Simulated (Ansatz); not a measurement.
# Strength of the C–C bond: C5H12 → C4H9 + CH3

Species: C5H12 (neopentane) `CC(C)(C)C`, singlet; C4H9 (tert-butyl radical) `C[C](C)C`, doublet; CH3 (methyl radical) `[CH3]`, doublet. 

Shapes, held fixed at every level: PBE0-D4/def2-TZVP. Programs: Ansatz 0.2.0. Electronic energies: no zero-point or thermal term.

```
                level                   kind  ΔE (kJ/mol)  less CCSD(T)/CBS estimate
 r2SCAN-D4/def2-TZVPP               meta-GGA       +346.0                      -48.2
  B3LYP-D4/def2-TZVPP          global hybrid       +358.7                      -35.5
r2SCAN0-D4/def2-TZVPP          global hybrid       +346.9                      -47.3
    B2PLYP/def2-TZVPP          double hybrid       +365.5                      -28.7
         MP2/def2-SVP    perturbation theory       +406.6                      +12.4
        CCSD/def2-SVP  coupled cluster or CI       +376.9                      -17.3
   CCSD(T)/def2-TZVPP  coupled cluster or CI       +387.8                       -6.4
 CCSD(T)/CBS estimate  coupled cluster or CI       +394.2                        0.0
```

The highest level, CCSD(T)/CBS estimate, gives ΔE = +394.2 kJ/mol; the levels span +346.0 to +406.6. The column of differences is taken from that level and isn't an error. No measured value is set beside it here. Open shells run unrestricted unless RO is named. The CBS estimate extrapolates MP2 from def2-TZVPP and def2-QZVPP and adds CCSD(T) − MP2 in the triple-zeta set, cores frozen.
